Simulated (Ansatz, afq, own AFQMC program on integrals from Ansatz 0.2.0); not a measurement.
# Si2, triplet in 6-31G, levels against full CI

```xyz
2

Si    0.0000    0.0000    0.0000
Si    0.0000    0.0000    5.9830
```

Basis 6-31G. Only valence electrons are correlated. Integrals, coupled cluster, full CI and functionals: Ansatz 0.2.0; the random walks run on the same integrals in our own AFQMC program. The CISD trial takes its coefficients from CCSD amplitudes. Released means that phaseless walkers are propagated on without the constraint, phases kept. Uncertainties: one standard error, sampling alone.

Determinant: ROHF, the one that the program's search chose, which needn't be the lowest solution. The geometry is a point of a scan.

Full CI is exact in this basis; its frozen core comes from its own orbitals, which moves totals by up to a few meV.

Cautions: lower spins were not checked; a spin-contaminated unrestricted determinant lies lower (UHF 3.46 eV lower, ⟨S²⟩ 3.00); the search met a lower determinant of the same kind, perhaps of another symmetry (2.41 eV lower), and this one is a saddle point; strong correlation (T1 0.355, weight of the determinant 0.28, largest double 1.62); (T) is large, 11 % of the CCSD correlation; CCSD(T) is in doubt: in a space of 8 electrons in 9 natural orbitals full CI lies 223 meV above it; the released energy hasn't reached full CI (51 meV above it at 2.40 1/Eh), so no released level is given (meV from the phaseless value at times in 1/Eh: -5 ± 7 at 0.24, -16 ± 7 at 0.51, -24 ± 6 at 0.99, -40 ± 12 at 1.62, -38 ± 6 at 2.40); the next higher spin lies close (within 5 meV by full CI); trial from another cluster root; full CI with its own frozen core.

```
T1 diagnostic                               : 0.3548
weight of the determinant in the CISD state : 0.280
size of the correlated space                : 8 electrons in 16 orbitals
```

```json
{"level": "MP2", "correlation energy (eV)": "-3.7057"}
{"level": "CCSD", "correlation energy (eV)": "-5.1896"}
{"level": "CCSD(T)", "correlation energy (eV)": "-5.7722"}
```

(1) Estimate where phaseless AFQMC with the Hartree–Fock trial lies against CCSD(T) on the same integrals.

(1) 267.8 ± 4.1 kJ/mol above CCSD(T).

Reference: full CI, correlation energy -5.295 eV. The cautions show a poor starting determinant, so the rows tell how each method copes with it here, and full CI is the sure value.

```tsv
level	E − E(reference) (kJ/mol)	share of correlation (%)
CCSD(T)	-46.0	109.01
ph-AFQMC/HF	221.8 ± 4.1	56.58
ph-AFQMC/CISD	8.5 ± 0.6	98.33
```
